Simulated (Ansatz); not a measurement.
A relaxed structure of Al. All values below come from r2SCAN (plane waves to 500 eV, PAW, scalar-relativistic; Ansatz, a first-principles code).

```cif
data_Al
_chemical_formula_sum 'Al1'
_space_group_name_H-M_alt 'P 1'
_space_group_IT_number 1
_cell_length_a 2.82237
_cell_length_b 2.82237
_cell_length_c 2.82237
_cell_angle_alpha 60.000
_cell_angle_beta 60.000
_cell_angle_gamma 60.000
loop_
_space_group_symop_operation_xyz
  'x, y, z'
loop_
_atom_site_label
_atom_site_type_symbol
_atom_site_fract_x
_atom_site_fract_y
_atom_site_fract_z
_atom_site_occupancy
Al1 Al 0.00000 0.00000 0.00000 1
```

**Question.** Determine the symmetry and give the standard cell with its independent sites.

**Answer.** Space group Fm-3m (No. 225); a = b = c = 3.9914 Å, α = β = γ = 90.00°

```tsv
atom	site	symmetry	x	y	z
Al	4a	m-3m	0.0000	0.0000	0.0000
```

This is the fcc (Cu type).

**Question.** Give the shortest distances between elements (the closest pairs, up to four, under 3.6 Å).

**Answer.** Al–Al 2.82 Å.

The volume per atom is 15.90 Å³ and the band gap is zero (metallic).

No spin polarisation in the result.

Measured for Al: a 4.018 Å (static lattice; corrected from measurement; as listed in Daniel Mejia-Rodriguez, S. B. Trickey, Phys. Rev. B (2018)). Computed minus measured — a: r2SCAN -0.7 %. The computed values are for a static lattice.

The run could not lose the symmetry of its start.

It was reached from a disturbed copy of a Cmmm (No. 65) cell, against which it lies -0.29 eV/atom.
